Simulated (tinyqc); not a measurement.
Orbital energy against energy difference: ionisation energy by orbital energies and by energy differences in the cc-pvdz basis, for HF, spin multiplicity 1. Computed by the program tinyqc with PySCF. The cation is unrestricted; errors are against CCSD(T) in this basis, not against experiment.

Geometry (angstrom):
```
atom       x       y       z
F     0.0000  0.0000  0.0000
H     0.0000  0.0000  0.8920
```

CCSD(T) difference in the same basis = 15.5436 eV

IP-EOM-CCSD = 15.3084 eV

First vertical ionisation energy (eV):
```
method     -e(HOMO)  E(cation) - E  error of -e(HOMO)  error of the difference
HF           17.182       14.27392              1.639                   -1.270
LDA           8.496       16.28907             -7.048                    0.746
PBE           8.367       15.86598             -7.176                    0.322
B3LYP        10.414       15.91798             -5.130                    0.374
PBE0         10.858       15.78968             -4.686                    0.246
CAM-B3LYP    12.363       15.90841             -3.180                    0.365
LC-wPBE      13.711       15.97154             -1.832                    0.428
```

What does the comparison show, and why?

Koopmans errs by +1.64 eV and Delta-HF by -1.27 eV: relaxation, 2.91 eV, lowers the value and the missing correlation difference works against it. The PBE level is off by -7.2 eV through the wrong tail of its potential, though its energy difference is off by +0.32 eV; exact exchange deepens the level, and among the orbital energies HF comes closest; among the differences PBE0 does.
